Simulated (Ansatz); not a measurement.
Cubic perovskite SrTiO3 (cubic form, which distorts at low temperature)

The numbers are results of r²SCAN-D4 in Ansatz (plane waves, PAW), not measurements.

Numerical settings: plane-wave cutoff 500 eV, 8×8×8 k mesh, gaussian smearing 0.02 eV, no spin polarisation, scalar-relativistic PAW data made under PBE.

Cell (relaxed at this level):

```
SrTiO3
1.0
    3.89917     0.00000     0.00000
    0.00000     3.89917     0.00000
    0.00000     0.00000     3.89917
Sr Ti O
1 1 3
Cartesian
  0.00000   0.00000   0.00000
  1.94958   1.94958   1.94958
  1.94958   0.00000   1.94958
  0.00000   1.94958   1.94958
  1.94958   1.94958   0.00000
```

```
Quantity                        Value
--------  ---------------------------
band gap  2.28 eV (on the SCF k mesh)
```

Measured, for comparison: band gap 3.59 eV (zero-point renormalisation of 336 meV (experimental, the table's column) added back here, indirect; inputs from Miglio et al. (2020), arXiv:2011.12765).

Note: the relaxation could not lower the start's symmetry, so the cell can be a saddle point above a distorted one.

Spin–orbit coupling is not included.

Static lattice: no zero-point or thermal effects.

Ansatz is a first-principles code.
